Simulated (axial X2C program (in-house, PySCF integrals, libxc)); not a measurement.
Nuclear properties of BOB

Calculated with an axial X2C code built on PySCF integrals: two-component X2C with atomic mean-field Coulomb and Gaunt terms, Gaussian nuclei, basis B dyall-v3z, O dyall-av3z with contracted cores.

B–O–B held linear, with bonds 1.318 and 1.318 Å (near the PBE0 minimum at charge 0 of the determinant lowest at the starting distance; the state shown can have its own minimum elsewhere, held linear; other orders of the atoms were not compared).

Input and command:
```json
{"zs": [5, 8, 5], "q": 0, "bas": ["dyall-v3z", "dyall-av3z", "dyall-v3z"], "r0": [1.48, 1.48], "symm": 1, "scan": ["PBE0", "HF", "PBE"], "levels": ["PBE0", "HF", "r2SCAN"], "nst": 2}
```
```bash
python solin.py task.json out
```

Keys: zs atomic numbers; q charge; bas basis sets; r0 starting distance in Å; symm equal bonds; scan levels of the two-bond scan; levels methods; nst determinants followed.

Determinant lowest in the PBE0 search, Ω = 0 (closed shell), highest spinor 41% B p, 33% B s, 24% O p:

```tsv
level	qzz B (a.u.)	qzz O (a.u.)
PBE0	-0.52	0.38
HF	-0.54	0.43
r2SCAN	-0.52	0.34
```

qzz is the electric field gradient, eQq0 = 234.96 MHz × Q/barn × qzz. The operators were transformed with the bare-nucleus X2C matrices; with these basis sets, hyperfine constants and field gradients can be off by tens of per cent, and where levels differ in sign neither size nor sign is settled.

Question: With Q(11B) = 0.04059 barn, Q(17O) = -0.02558 barn (Q from Pyykkö, Mol. Phys. 2018), turn the PBE0 values of the first state into constants in MHz.

Answer: eQq0(11B) = 234.96 × (0.04059) × (-0.52) = -4.96 MHz; eQq0(17O) = 234.96 × (-0.02558) × (0.38) = -2.28 MHz.

The molecule was held linear; bending was not examined, so a bent shape may lie lower.

Each state is one determinant with collinear spin. The search compared states at one distance, so a state with another bond length can lie lower.
